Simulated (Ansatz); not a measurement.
Geometry optimisation, RKS PBE0-D4/6-31G* (Ansatz).

input.yaml

```yaml
crystal:
  periodic: [false, false, false]
  atoms:
    - { symbol: Al, position_ang: [0.14696, -0.131275, 0.136706] }
    - { symbol: O, position_ang: [-0.223192, -0.4942, 1.813717] }
    - { symbol: H, position_ang: [-1.15602, -0.597718, 2.035536] }
    - { symbol: H, position_ang: [1.682228, -0.116255, -0.250882] }
    - { symbol: H, position_ang: [-1.059097, 0.050152, -0.889005] }
    - { symbol: P, position_ang: [0.147047, 3.055746, 1.529485] }
    - { symbol: H, position_ang: [1.549468, 2.852694, 1.379004] }
    - { symbol: H, position_ang: [-0.129932, 2.777218, 0.153064] }
    - { symbol: H, position_ang: [-0.088662, 1.715039, 1.948974] }
basis:
  gaussian: { orbitals: "6-31G*" }
hamiltonian:
  xc: pbe0
  dispersion: d4
relax:
  f_tol: 0.03
  max_steps: 50
```

Run as:

```bash
$ ansatz run input.yaml --threads 1 --pin off --max-ram 2048MiB --backend cpu --events-out ev --progress --plain --runs-dir out
```

Task: Where does it end, and by what steps?

Result: The run converged. The force dipped under the threshold on the way, but the program's further checks kept it going. After 9 steps the energy has fallen by 0.068 eV; H3 moved furthest, 0.34 Å.

```tsv
step	energy less start (eV)	largest force component (eV/Å)	accepted
0	0.0000	0.741	yes
1	-0.0229	0.641	yes
2	-0.0386	0.506	yes
3	-0.0514	0.508	yes
4	-0.0585	0.360	yes
5	-0.0570	0.457	no
6	-0.0663	0.025	yes
7	-0.0676	0.117	yes
8	-0.0680	0.102	yes
9	-0.0683	0.029	yes
```

```xyz
9
Properties=species:S:1:pos:R:3
Al 0.156 -0.079 0.246
O -0.267 -0.758 1.765
H -1.194 -0.924 1.962
H 1.707 0.032 -0.061
H -0.994 0.287 -0.797
P 0.283 3.162 1.395
H 1.579 2.648 1.126
H -0.253 2.755 0.140
H -0.147 1.989 2.080
```

Whether the end is a true minimum wasn't checked by a vibrational analysis.

Run time: 15 s on 1 thread of Intel(R) Xeon(R) 6975P-C (Granite Rapids), with other jobs on the host, peak memory 0.15 GiB.
